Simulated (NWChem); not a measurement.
Species: C2H3F; SMILES C(F)=C

Results from NWChem. Pople sets run with spherical d functions. The geometry was optimised at PBE0/def2-SVP. Computed dipoles belong to the equilibrium geometry; the measured one is vibrationally averaged.

Measured dipole moment: 1.43 D (NIST CCCBDB, as tabulated in the package chemicals).

| level | dipole moment (D) | computed − measured |
|---|---|---|
| PBE0/STO-3G | 0.48 | -0.95 |
| PBE0/3-21G | 1.25 | -0.18 |
| PBE0/6-31G* | 1.17 | -0.26 |
| PBE0/6-31+G* | 1.42 | -0.01 |
| PBE0/6-311G** | 1.29 | -0.14 |
| PBE0/6-311++G** | 1.43 | 0.00 |
